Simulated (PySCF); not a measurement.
Compound: acetyl fluoride, C₂H₃FO.
Geometry (PBE0-D3(BJ)/def2-SVP, Å), atoms numbered from 1 in this order:
```
atom  x, y, z in Å
C1    -0.6379   -0.1346    0.0718
C2     0.8318    0.0468   -0.1046
O3     1.6796   -0.7763   -0.1339
F4     1.1396    1.3497   -0.2265
H5    -0.9508    0.3425    1.0127
H6    -0.8842   -1.2015    0.0932
H7    -1.1770    0.3707   -0.7423
```

The closed-shell ground state was solved at several levels (PySCF, density fitting, gas phase, non-relativistic).

```tsv
level	basis functions	HOMO (eV)	LUMO (eV)	gap (eV)	dipole (D)
PBE0/6-31G*	62	-8.60	0.00	8.60	2.80
B97-2/pcSseg-2	186	-8.71	-0.53	8.18	3.00
wB97X-D/pcSseg-2	186	-10.94	1.46	12.40	3.03
PBE0/def2-SVP	71	-8.80	-0.19	8.61	2.84
PBE0/STO-3G	23	-5.12	3.20	8.32	1.79
PBE0/6-31G	42	-8.85	-0.41	8.44	3.08
PBE0/6-311+G(2d,p)	126	-9.04	-0.49	8.55	3.02
```

Question: Estimate the row for LC-wPBE/pcSseg-2, a basis of 186 functions; the other rows only guide the guess.

Answer: HOMO -11.87 eV, LUMO 2.03 eV, gap 13.90 eV, dipole 3.05 D.

Question: Over all these levels, which gives the widest orbital gap and which the narrowest?

Answer: LC-wPBE/pcSseg-2 (range-separated hybrid) has the widest, 13.90 eV, and B97-2/pcSseg-2 (global hybrid, 21 % exact exchange) the narrowest, 8.18 eV. The two share the basis. From the narrowest to the widest the HOMO moves by -3.16 eV and the LUMO by +2.56 eV.

Question: How much does the basis alone move the frontier levels among the 5 PBE0 rows?

Answer: The HOMO by 3.92 eV and the LUMO by 3.69 eV. By rising basis size (HOMO, LUMO in eV): STO-3G -5.12, 3.20; 6-31G -8.85, -0.41; 6-31G* -8.60, 0.00; def2-SVP -8.80, -0.19; 6-311+G(2d,p) -9.04, -0.49.

Question: How far do the dipole and the HOMO energy spread over the levels?

Answer: The dipole runs from 1.79 to 3.08 D (mean 2.83 D) and the HOMO from -11.87 to -5.12 eV.
